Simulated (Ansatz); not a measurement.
(H3Si)2O (Si₂OH₆), relaxed as a singlet with RKS r2SCAN-D4/def2-TZVP in Ansatz, starting from the GFN2-xTB geometry. Force threshold 0.02 eV/Å.

Start:

```xyz
9

Si    1.316    0.565   -0.735
H     2.445    0.004    0.006
H     1.327    2.026   -0.737
H     1.227    0.011   -2.085
O    -0.028    0.139    0.055
Si   -1.319   -0.554    0.740
H    -1.920    0.479    1.579
H    -2.207   -0.977   -0.343
H    -0.841   -1.694    1.520
```

Question: Estimate the energy that the relaxation releases and the steps that it takes.

Answer: 0.11 eV, in 11 steps; 17 s on 4 threads of Intel Xeon Platinum 8259CL on a shared host. No frequencies were taken in this run, so the end may be a saddle point.

Question: Does the start keep its bonding?

Answer: By distances, no bond broke or formed. The bond that changes most is Si6–H9, from 1.46 to 1.49 Å (atoms count from 1).

Question: Predict the relaxed structure.

Answer: 
Cartesian coordinates in Å:
```
Si 1.272 0.581 -0.708
H 2.378 -0.138 -0.025
H 1.620 2.015 -0.841
H 1.073 -0.010 -2.056
O -0.102 0.467 0.172
Si -1.288 -0.510 0.734
H -2.170 0.292 1.613
H -2.077 -1.060 -0.397
H -0.705 -1.636 1.508
```
Bond lengths: 2 × O–Si 1.64 Å; 6 × H–Si 1.48 to 1.49 Å.
